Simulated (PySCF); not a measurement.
## Cl, SMILES `[Cl]` (charge 0, multiplicity 2)

Level of theory: PBE0-D3(BJ)/def2-TZVP run with PySCF.

```
Property                                                         Value
-----------------------------  ---------------------------------------
highest occupied spin orbital                                 -9.54 eV
dipole moment                                                   0.00 D
total energy                                              -459.9974 Ha
cost                           about 1.9 core-seconds (a rough figure)
```

Bonds (Å): .
Charge 0, spin multiplicity 2.
